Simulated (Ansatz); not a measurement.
# [H···H···SiH], doublet in cc-pVDZ: errors against full CI

Geometry: a point of a hydrogen-transfer path between rigid fragments, not a stationary point.

| atom | x (Å) | y (Å) | z (Å) |
| --- | --- | --- | --- |
| H | -2.6649 | 0.0479 | 0.0000 |
| H | -1.3999 | 0.0479 | 0.0000 |
| Si | 0.1271 | 0.0479 | 0.0000 |
| H | 0.5235 | -1.4316 | 0.0000 |

Basis cc-pVDZ; Ansatz 0.2.0. Correlated methods freeze the noble-gas cores, which leaves 7 electrons in 28 orbitals. Prefix R: restricted or restricted open-shell reference; prefix U: unrestricted. Active spaces: pair = (3e, 3o) about the gap; valence = (7e, 7o) chosen from the atoms' valence shells.

Full CI is exact within this basis and frozen core; it isn't the basis-set limit. The frozen core follows each run's orbitals, which can shift R against U totals by a few meV.

For open shells CISD is restricted-active-space CI with the open shells as a complete middle space.

* UHF ⟨S²⟩: 1.250
* T1 diagnostic (RCCSD): 0.0364
* largest doubles amplitude (RCCSD): 0.096

```
                   level  E − E(full CI) (kcal/mol)  share of correlation (%)    wall time
                     RHF                      83.64                      0.00            –
                    RMP2                      22.62                     72.96            –
                    CISD                       6.65                     92.06       0.46 s
                   RCCSD                       2.39                     97.14            –
                RCCSD(T)                       0.61                     99.27        2.1 s
                 BCCD(T)                       0.60                     99.29        2.1 s
                  RCCSDT                       0.09                     99.89            –
               RCCSDT(Q)                       0.02                     99.98        7.5 s
                 RCCSDTQ                       0.00                    100.00  15 s (H100)
     CASSCF (pair space)                      70.90                     15.23            –
     NEVPT2 (pair space)                      20.29                     75.74        1.1 s
  CASSCF (valence space)                      50.16                     40.03            –
  NEVPT2 (valence space)                      15.59                     81.36        1.8 s
  MRCISD (valence space)                       2.89                     96.55            –
MRCISD+Q (valence space)                       0.72                     99.14          2 s
```

The correlation energy at full CI, counted from RHF, is -3.627 eV. That run took 6.5 s on 2 threads of AMD EPYC 7R13 with a shared H100 80 GB, shared host over 33,589,255 determinants.

Run but not shown, since their state or frozen core can't be matched to the reference's or they repeat it: UHF, UMP2, UCCSD, UCCSD(T), UCCSDT, UCCSDT(Q), UCCSDTQ.

Times hold each run's SCF and search for its determinant on a shared host, so for small cases they say little of a method's own cost; rows without a card ran on 1 thread of AMD EPYC 7R13.

The full-CI state has the irrep A' of Cs, in the program's axes.

Natural occupations of full CI about the gap: 1.959 1.948 1.885 0.994 0.070 0.041 0.030 0.013 0.009 0.008; effectively unpaired electrons, Σ n²(2−n)², 1.09.
